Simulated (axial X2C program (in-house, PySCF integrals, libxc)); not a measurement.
## Spectroscopic constants of NaF⁻

Calculated with an in-house all-electron X2C program for linear molecules (integrals from PySCF). Spin-free means the one-electron spin-free X2C Hamiltonian; two-component (2c) means X2C with spin–orbit coupling and atomic mean-field two-electron Coulomb and Gaunt terms, so the difference of the two also holds small scalar two-electron terms. Basis: Na dyall-av3z [10s9p5d2f], F dyall-av3z [7s6p3d2f] (cores contracted in-house); Gaussian nuclei, density fitting, unrestricted open shells. Masses: Na 22.990 u, F 18.998 u.

Input:
```json
{"zs": [11, 9], "q": -1, "bas": ["dyall-av3z", "dyall-av3z"], "levels": ["PBE0", "HF", "BP86"], "cc": true, "r0": 2.19, "thr": -1.0, "nmax": 90, "npts": 10, "nst": 2, "ntry": 6}
```
```bash
python so2c.py task.json out
```

Keys: zs atomic numbers; q charge; bas basis sets; levels methods; cc coupled cluster on or off; r0 starting distance in Å; thr threshold in hartree for freezing inner shells (an s shell follows its p shell); nmax most natural virtual spinors; npts points on the curve; nst determinants followed; ntry starts of the search. HF also brings MP2.

State, spin-free: M_S = 1/2, Λ = 0 (beyond evenly filled blocks: σα); electrons by block: σα: 7, σβ: 6, π+α: 2, π+β: 2, π-α: 2, π-β: 2. Fragments: Na + F-.

State, 2c: Ω = 1/2 (⟨Sz⟩ = 0.50, ⟨Lz⟩ = 0.00 at PBE0); electrons by block: 1/2: 9, -1/2: 8, 3/2: 2, -3/2: 2. Fragments: Na + F-.

```csv
Hamiltonian,level,Re (Å),ωe (cm⁻¹),ωexe (cm⁻¹),Be (cm⁻¹),αe (cm⁻¹),De (eV),μ (D)
2c,PBE0,2.000,439.3,4.24,0.405,0.00542,2.05,5.37
2c,HF,1.984,460.1,4.32,0.4115,0.00536,2.18,5.95
2c,MP2,2.029,424.7,3.95,0.3937,0.00523,2.04,n/a
2c,CCSD,2.014,437.2,4.05,0.3995,0.00524,2.10,n/a
2c,CCSD(T),2.021,431.0,4,0.3968,0.00524,2.08,n/a
2c,BP86,2.024,417.7,4.18,0.3954,0.00548,1.92,5.68
```

Spin-free values that have a 2c row agree with it to the digits that matter (0.001 Å, 0.01 eV) and are not repeated.

Correlated methods: 9 electrons correlated (number of frozen shells: Na 2 s, 1 p; F 1 s), 235 virtual spin orbitals or spinors in MP2, 85 natural virtuals in coupled cluster.

Dipoles are positive if F is the positive end and refer to the centre of mass.

One determinant describes the state; a PBE0 search over occupations chose it and may have missed a lower one. De is counted from the lowest determinant-based energies of the atoms at the same level, without counterpoise correction. Density functionals use the spin component along the axis (collinear). CCSD and (T) use frozen natural virtuals with an MP2 correction for the truncation; (T) itself is uncorrected, so its De runs slightly low. The highest occupied level of some functionals is positive through self-interaction error; at Hartree–Fock it is bound. Hartree–Fock gets electron affinities wrong, so its lowest charge split need not be the true one.

Rough cost a point (2c) on 1 thread(s) of a shared host, integrals apart: PBE0 0.3 s, HF 0.18 s, CCSD(T) 2.6 s, BP86 0.28 s.

The whole task took 79 s on 1 thread of Arm Neoverse V1, with other jobs on the host.
